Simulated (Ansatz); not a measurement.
Si(NH2)2 (SiN₂H₄): single points at one geometry.

```yaml
crystal:
  periodic: [false, false, false]
  atoms:
    - {symbol: Si, position_ang: [0.009167, 0.858364, -0.742034]}
    - {symbol: N, position_ang: [1.316214, 0.002463, -0.031930]}
    - {symbol: H, position_ang: [2.265684, 0.243882, -0.262512]}
    - {symbol: H, position_ang: [1.270740, -0.759768, 0.628016]}
    - {symbol: N, position_ang: [-1.315675, 0.048095, -0.011655]}
    - {symbol: H, position_ang: [-2.259641, 0.322526, -0.227435]}
    - {symbol: H, position_ang: [-1.286489, -0.715573, 0.647552]}
basis:
  gaussian: {orbitals: def2-TZVP, initial_orbitals: start.molden}
hamiltonian: {xc: {name: CAM-B3LYP}, dispersion: d4}
scf: {omitted_lower_state_checks: [starts]}
output: {orbitals: {seedname: orbitals}}
```

The file start.molden holds the orbitals of an earlier run on this structure, at another level or in another basis.

```sh
$ ansatz run in.yaml --threads 4 --pin off --events-out ev --progress --plain --max-ram 3916MiB
```

Output, abridged:

```
Functional definition: CAM-B3LYP
747 factors; their error is unknown
225 factors; integrals over basis functions are off by at most 1.5e-5 eV
mean field evaluation 1: about -10924.0845 eV, gradient 6.2e0 eV
mean field evaluation 2: about -10924.1397 eV, gradient 5.2e-2 eV
mean field evaluation 4: about -10924.1686 eV, gradient 1.3e-4 eV
mean field -10924.16860406 eV, -401.4557915319 hartree, gradient 2.4e-5 eV, S^2 0.000000; 0 other end points of the search recorded, 0 dependent functions left out
reference -10924.16870832 eV, -401.4557953633 hartree; 16, 16 occupied and 107, 107 virtual orbitals, 747 factors
Total energy: -10924.26311823 eV, -401.4592648634 hartree
Checks for a lower state left out: starts
```

Run time 0.7 s (4 threads of Arm Neoverse V2 on a shared host).

As the first input, with `gaussian: {orbitals: def2-SVP, initial_orbitals: start.molden}`, `hamiltonian: {xc: pbe, dispersion: d4}` (abridged; 0.35 s):

```
Functional definition: PBE
mean field -10910.95264090 eV, -400.9701138439 hartree, gradient 1.8e-5 eV, S^2 0.000000
Total energy: -10911.06639484 eV, -400.9742942240 hartree
Checks for a lower state left out: starts
```

First input, but with `hamiltonian: {xc: r2scan, dispersion: d4}`, `output: {forces: true, orbitals: {seedname: orbitals}}` (abridged; 1.1 s):

```
Functional definition: r2SCAN
mean field -10922.77063990 eV, -401.4044172965 hartree, gradient 1.2e-5 eV, S^2 0.000000
Total energy: -10922.79628037 eV, -401.4053595664 hartree
Atom 0 force     0.000797     0.080378    -0.069628 eV/Å
Atom 1 force     0.001773     0.027301    -0.023794 eV/Å
Atom 2 force     0.060767    -0.002455     0.000990 eV/Å
Atom 3 force     0.011412    -0.066372     0.057019 eV/Å
Atom 4 force    -0.001129     0.027444    -0.023678 eV/Å
Atom 5 force    -0.060774    -0.000439     0.001839 eV/Å
Atom 6 force    -0.012846    -0.065856     0.057253 eV/Å
Dipole moment:    -0.004011    -0.375796     0.324775 e Å
Checks for a lower state left out: starts
```

As the first input, with `hamiltonian: {xc: {name: B3LYP}, dispersion: d4}` (abridged; 0.6 s):

```
Functional definition: B3LYP
mean field -10925.95537460 eV, -401.5214541381 hartree, gradient 2.1e-5 eV, S^2 0.000000
Total energy: -10926.14115843 eV, -401.5282815678 hartree
Checks for a lower state left out: starts
```

The first input with `gaussian: {orbitals: def2-TZVPP, initial_orbitals: start.molden}`, `correlation: {method: ccsd_t}` and without the key `hamiltonian` (abridged; 7 s):

```
Functional definition: HF
mean field -10891.58448644 eV, -400.2583472955 hartree, gradient 6.8e-6 eV, S^2 0.000000
7 core orbitals not correlated: weight in the atoms' cores, before any rotation towards them, 1.000 or more for the frozen orbitals, at most 0.000 for the correlated occupied ones
second order -14.53836425 eV of doubles, -0.00000000 eV of singles
cycle   1  -14.81302150 eV  change   -2.7e-1 eV  update   8.3e-2
cycle   2  -15.17676929 eV  change   -3.6e-1 eV  update   2.7e-2
cycle   3  -15.24958336 eV  change   -7.3e-2 eV  update   1.3e-2
cycle   4  -15.23849978 eV  change    1.1e-2 eV  update   3.1e-3
cycle   5  -15.23854598 eV  change   -4.6e-5 eV  update   1.5e-3
cycle   6  -15.23845154 eV  change    9.4e-5 eV  update   4.3e-4
cycle   7  -15.23823697 eV  change    2.1e-4 eV  update   1.4e-4
cycle   8  -15.23826443 eV  change   -2.7e-5 eV  update   5.1e-5
cycle   9  -15.23826959 eV  change   -5.2e-6 eV  update   1.5e-5
perturbative correction -0.60869412 eV, -0.0223690963 hartree
Total energy: -10907.43145015 eV, -400.8407124704 hartree
Checks for a lower state left out: starts
```

As the first input, with `correlation: {method: mp2}` and without the key `hamiltonian` (abridged; 0.4 s):

```
Functional definition: HF
mean field -10891.48330400 eV, -400.2546289094 hartree, gradient 2.3e-6 eV, S^2 0.000000
7 core orbitals not correlated: weight in the atoms' cores, before any rotation towards them, 1.000 or more for the frozen orbitals, at most 0.000 for the correlated occupied ones
second order -14.16951717 eV of doubles, -0.00000000 eV of singles
Total energy: -10905.65282117 eV, -400.7753490611 hartree
Checks for a lower state left out: starts
```

The first input with `gaussian: {orbitals: def2-SVP, initial_orbitals: start.molden}`, `hamiltonian: {xc: pbe0, dispersion: d4}` (abridged; 0.3 s):

```
Functional definition: PBE0
mean field -10911.89983107 eV, -401.0049224404 hartree, gradient 8.7e-5 eV, S^2 0.000000
Total energy: -10911.99392049 eV, -401.0083801627 hartree
Checks for a lower state left out: starts
```

Geometry: PBE0-D4/def2-TZVP.

B3LYP takes the VWN-RPA correlation. Correlated methods freeze 7 core orbitals.
